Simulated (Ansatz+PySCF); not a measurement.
Results of a calculation; reference values are marked as such.
Input for PySCF 2.14.0:

```python
from pyscf import gto, scf, cc

mol = gto.M(atom="""
C 0.000000 0.000000 0.000000
C 0.673360 0.000000 1.017340
C -0.673360 0.000000 1.017340
""", basis='sto-3g', charge=1, spin=1)
mf = scf.UHF(mol)
mf.kernel()
mycc = cc.CCSD(mf, frozen=3).run()
et = mycc.ccsd_t()
print(mf.e_tot, mycc.e_corr, et, mycc.e_tot + et)
```

The script is written out from the run's settings.

The run gave:

- Converged: yes
- Reference energy: -111.42640 hartree
- CCSD correlation energy: -0.24218 hartree
- Triples correction: -0.01310 hartree
- Total energy: -111.68169 hartree
- Spin squared of the determinant: 0.860

The reference isn't the lowest determinant (another lies 2.45 eV lower), but the same method gives a higher total on the lower determinant. Caution: the unrestricted determinant is spin contaminated.
